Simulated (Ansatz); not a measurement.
**O3 (ozone): r2SCAN0/cc-pVDZ-F12 (density fitting with def2-universal-jkfit, xc a 0.15)**

Aim: the energy change on altering one bond length of O3 (ozone) at r2SCAN0/cc-pVDZ-F12 (density fitting with def2-universal-jkfit, xc a 0.15), from 2 runs. 

The calculation is run with Ansatz 0.2.0.

6 further runs of the same task are left out: 1 for a known fault of the program, 2 that didn't finish, 3 set aside as unsound or not needed.

### Step 1. The system as given

The species is O3 (3 atoms), meant as a singlet with charge 0. SMILES: `O=[O+][O-]`. The coordinates come from a PBE0-D4/def2-TZVP relaxation.

Bond lengths: O1–O2 1.238 Å, O2–O3 1.238 Å. Angles: O1–O2–O3 118.4°.

### Step 2. Energy and forces at r2SCAN0/cc-pVDZ-F12 (density fitting with def2-universal-jkfit, xc a 0.15)

Contents of in.yaml:

```yaml
crystal:
  periodic: [false, false, false]
  atoms:
    - {symbol: O, position_ang: [0.848700, -0.535900, 0.409500]}
    - {symbol: O, position_ang: [-0.228900, -0.317600, -0.159400]}
    - {symbol: O, position_ang: [-0.619800, 0.853500, -0.250100]}
basis:
  gaussian:
    orbitals: cc-pVDZ-F12.json
    fitting: {mean_field: def2-universal-jkfit}
hamiltonian:
  xc: {name: r2SCAN0, parameters: {a: 0.15}}
accuracy: high
output: {forces: true, orbitals: {seedname: orbitals}}
```

The basis set cc-pVDZ-F12 is read from a file made from the Basis Set Exchange's data (not shown).

Started as:

```console
$ ansatz run in.yaml --threads 1 --pin off --max-ram 2610MiB --events-out events.jsonl --progress --plain --runs-dir runs
```

Standard output:

```text
Warning: RAYON_NUM_THREADS=1 ignored (pool sized by the plan → 1); use --threads N
Functional definition: r2SCAN0
  name "r2SCAN0"
  parameter a = 0.25
  parameter k0 = 0.174
  parameter k1 = 0.065
  parameter a1 = 4.9479
  exchange = (1 - a)*r2scan_x(k0 = k0, k1 = k1, a1 = a1) + a*exact_x
  correlation = r2scan_c
  with a = 0.15 from the input
231 factors; integrals over basis functions are off by at most 1.2e0 eV
mean field evaluation 1: about -6129.3616 eV, gradient 4.7e1 eV
mean field evaluation 2: about -6120.3824 eV, gradient 9.2e1 eV
mean field evaluation 4: about -6132.5145 eV, gradient 2.1e0 eV
mean field evaluation 8: about -6132.5227 eV, gradient 1.0e-1 eV
mean field evaluation 16: about -6132.5227 eV, gradient 3.2e-7 eV
mean field -6132.52266107 eV, -225.3660510213 hartree, gradient 7.2e-9 eV, S^2 0.000000; 0 other end points of the search recorded, 0 dependent functions left out
the calculation of the forces begins
reference -6132.52266203 eV, -225.3660510564 hartree; 12, 12 occupied and 78, 78 virtual orbitals, 231 factors
Total energy: -6132.52266203 eV, -225.3660510564 hartree
Atom 0 at     0.848700    -0.535900     0.409500 Å, force     0.534859    -0.109737     0.282222 eV/Å
Atom 1 at    -0.228900    -0.317600    -0.159400 Å, force    -0.339549    -0.471572    -0.236500 eV/Å
Atom 2 at    -0.619800     0.853500    -0.250100 Å, force    -0.195310     0.581309    -0.045722 eV/Å
Dipole moment:    -0.077688    -0.107782    -0.054099 e Å
```

Wall time 4.5 s (1 thread of Arm Neoverse V1, shared host); peak memory 0.13 GiB.

### Step 3. The distorted shape

in.yaml, as its differences from that of step 2:

```diff
@@ -3,4 +3,4 @@
   atoms:
-    - {symbol: O, position_ang: [0.848700, -0.535900, 0.409500]}
-    - {symbol: O, position_ang: [-0.228900, -0.317600, -0.159400]}
+    - {symbol: O, position_ang: [1.435063, -2.292589, 0.545553]}
+    - {symbol: O, position_ang: [0.357463, -2.074289, -0.023347]}
     - {symbol: O, position_ang: [-0.619800, 0.853500, -0.250100]}
```

The basis set cc-pVDZ-F12 is read from a file made from the Basis Set Exchange's data (not shown).

Started as:

```console
$ ansatz run in.yaml --threads 1 --pin off --max-ram 2610MiB --events-out events.jsonl --progress --plain --runs-dir runs
```

Standard output:

```text
Warning: RAYON_NUM_THREADS=1 ignored (pool sized by the plan → 1); use --threads N
[... 8 set-up lines as earlier in the session ...]
  with a = 0.15 from the input
231 factors; integrals over basis functions are off by at most 1.3e0 eV
mean field evaluation 1: about -6081.3031 eV, gradient 1.0e2 eV
mean field evaluation 2: about -5555.4246 eV, gradient 2.8e2 eV
mean field evaluation 4: about -6060.0016 eV, gradient 1.1e2 eV
mean field evaluation 8: about -6126.9830 eV, gradient 8.5e0 eV
mean field evaluation 16: about -6127.1878 eV, gradient 1.9e-5 eV
mean field evaluation 32: about -6127.1801 eV, gradient 6.8e-1 eV
mean field -6127.18781582 eV, -225.1699990744 hartree, gradient 2.2e-8 eV, S^2 0.000000; 4 other end points of the search recorded, 0 dependent functions left out
the calculation of the forces begins
reference -6127.18781689 eV, -225.1699991138 hartree; 12, 12 occupied and 78, 78 virtual orbitals, 231 factors
Total energy: -6127.18781689 eV, -225.1699991138 hartree
Atom 0 at     1.435063    -2.292589     0.545553 Å, force    -3.376042     0.711592    -1.779391 eV/Å
Atom 1 at     0.357463    -2.074289    -0.023347 Å, force     3.243552    -0.345179     1.745416 eV/Å
Atom 2 at    -0.619800     0.853500    -0.250100 Å, force     0.132490    -0.366413     0.033974 eV/Å
Dipole moment:     0.203089    -0.402899     0.068895 e Å
```

Wall time 14 s (1 thread of Arm Neoverse V1, shared host); peak memory 0.13 GiB.

### Step 4. Results

Level: r2SCAN0/cc-pVDZ-F12 (density fitting with def2-universal-jkfit, xc a 0.15).

| quantity | value |
| --- | --- |
| first shape: total energy | -225.36605 Eh |
| first shape: dipole moment | 0.69 D |
| first shape: HOMO energy | -9.29 eV |
| first shape: LUMO energy | -5.33 eV |
| first shape: HOMO–LUMO gap | 3.96 eV |
| first shape: largest force on an atom | 0.627 eV/Å |
| distorted shape: total energy | -225.17000 Eh |
| distorted shape: dipole moment | 2.19 D |
| distorted shape: HOMO energy | -8.35 eV |
| distorted shape: LUMO energy | -6.93 eV |
| distorted shape: HOMO–LUMO gap | 1.43 eV |
| distorted shape: largest force on an atom | 3.882 eV/Å |
| energy change with the O2–O3 bond stretched from 1.238 to 3.095 Å | 5.335 eV |

One bond (distorted shape) is far stretched, which a spin-restricted single reference describes badly; a broken-symmetry solution may lie lower. With the O2–O3 bond stretched from 1.238 to 3.095 Å the energy rises by 5.33 eV (123 kcal/mol). The first shape isn't relaxed at this level, so the change isn't measured from a minimum. A restricted reference can't describe the breaking bond well at this length. The largest force (first shape) is 0.63 eV/Å: the shape isn't a stationary point for this species at this level. Mulliken charges (first shape) run from -0.15 on O1 to +0.31 on O2. Mulliken charges (distorted shape) run from -0.13 on O3 to +0.07 on O1.
